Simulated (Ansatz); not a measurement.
Geometry optimisation, RHF/def2-SVP (Ansatz).

Input file:

```yaml
crystal:
  periodic: [false, false, false]
  atoms:
    - { symbol: "N", position_ang: [-1.1788, 0.8851, -1.2527] }
    - { symbol: C, position_ang: [-0.0416, 0.5637, -0.5274] }
    - { symbol: O, position_ang: [-0.3978, -0.5291, 0.2832] }
    - { symbol: C, position_ang: [0.8022, -0.8745, 1.1248] }
    - { symbol: F, position_ang: [1.7811, -1.2117, 0.3157] }
    - { symbol: H, position_ang: [-1.9718, 1.0746, -0.5829] }
    - { symbol: H, position_ang: [-1.4804, 0.1061, -1.7876] }
    - { symbol: H, position_ang: [-0.52395, 1.489, -1.78943] }
    - { symbol: H, position_ang: [0.2922, 1.4357, 0.1217] }
    - { symbol: H, position_ang: [0.4618, -1.7617, 1.7445] }
    - { symbol: H, position_ang: [0.9988, -0.0619, 1.8141] }
basis:
  gaussian: { orbitals: def2-SVP }
hamiltonian:
  xc: hf
relax:
  f_tol: 0.02
  max_steps: 50
```

Command:

```bash
$ ansatz run input.yaml --threads 2 --pin off --max-ram 3072MiB --backend cpu --events-out ev --progress --plain --runs-dir out
```

Task: Where does it end, and by what steps?

Result: The forces met the threshold. After 15 steps the energy has fallen by 2.345 eV; F5 moved furthest, 1.39 Å.

```csv
step,energy less start (eV),largest force component (eV/Å),accepted
0,0.0000,5.274,yes
1,-1.2551,2.953,yes
2,-1.7902,1.035,yes
3,-1.9147,0.454,yes
4,-1.9616,0.644,yes
5,-2.0133,0.456,yes
6,-2.0645,0.408,yes
7,-2.1377,0.369,yes
8,-2.2034,0.696,yes
9,-2.2642,0.606,yes
10,-2.3180,0.541,yes
11,-2.3375,0.320,yes
12,-2.3447,0.179,yes
13,-2.3403,0.246,no
14,-2.3454,0.041,yes
15,-2.3455,0.016,yes
```

```xyz
11
Properties=species:S:1:pos:R:3
N -0.846 0.680 -1.189
C 0.018 1.155 0.052
O -0.237 0.111 0.979
C 0.686 -0.866 0.985
F 0.548 -1.646 -0.146
H -1.807 0.440 -0.974
H -0.405 -0.146 -1.563
H -0.831 1.394 -1.900
H -0.596 1.983 0.417
H 0.512 -1.517 1.838
H 1.700 -0.474 0.965
```

The run took 20 s on 2 threads of Arm Neoverse V2, on a shared host, peak memory 0.19 GiB.
